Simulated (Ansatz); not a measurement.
in.yaml

```yaml
crystal:
  periodic: [false, false, false]
  atoms:
    - {symbol: Ge, position_ang: [0.000000, 0.000000, 0.000000]}
    - {symbol: F, position_ang: [0.000000, 0.000000, 1.762500]}
basis:
  gaussian: {orbitals: cc-pVDZ}
total_charge: 1
magnetization: {spin_polarized: false, initial_magnetization: 2}
correlation: {active_space: {window: {electrons: 4, orbitals: 4}, states: [{multiplicity: 3, weights: [1, 1]}], root: 2}}
scf: {lower_state_search: full}
```

```sh
$ ansatz run in.yaml --threads 1 --pin off --events-out ev --progress --plain --max-ram 2393MiB
```

(1) How does this run end?

Answers

(1) Refused. The input was made wrong on purpose (root beyond the states), so the run isn't a sound calculation of what was asked.
```
Error: the active space averages no state 2, counted from zero
```
